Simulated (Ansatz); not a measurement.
A made-up structure of MgSiH₄, singlet:

```
atom    x (Å)    y (Å)    z (Å)
 Mg1   0.7152  -1.4447   0.6225
 Si2  -0.3523   0.7116  -0.3066
  H3   1.4212  -2.8712   1.2370
  H4   1.1851  -2.7429  -0.4033
  H5   0.5426   1.4482  -1.2516
  H6  -0.7089   1.6959   0.7612
```

It is relaxed with PBE-D4/def2-SVP and then PBE0-D4/def2-TZVP (Ansatz 0.2.0). Atoms count as bonded within 1.22 times the sum of their covalent radii (H–H: 0.88 Å). The end point is not checked to be a true minimum.

Does its bonding change? (Judge from chemistry; the calculation decides.)

By the calculation: Yes. Formed: Si2–H4; broken: Mg1–H4.

Where it ends: The first stage lowers the energy by 3.94 eV in 24 steps. It ends as MgSiH₄ ([MgH][SiH3]):
```xyz
6
angstrom
Mg 1.3433 -1.6210 1.1280
Si 0.0357 0.0021 -0.3914
H 2.2080 -2.6958 2.1323
H -0.6407 -0.6838 -1.5351
H 0.9014 1.0547 -1.0069
H -1.0447 0.7405 0.3324
```

Labels in which every atom is bracketed show which atoms are joined, not bond orders.

For scale, one of the runs: PBE0-D4/def2-TZVP relaxation, 93 basis functions, launched by `ansatz run in.yaml --threads 2 --pin off --events-out ev --progress --plain --max-ram 4352MiB`. Hardware: 2 CPU threads of an Arm Neoverse V1, shared host. Wall time about 5.5 s.
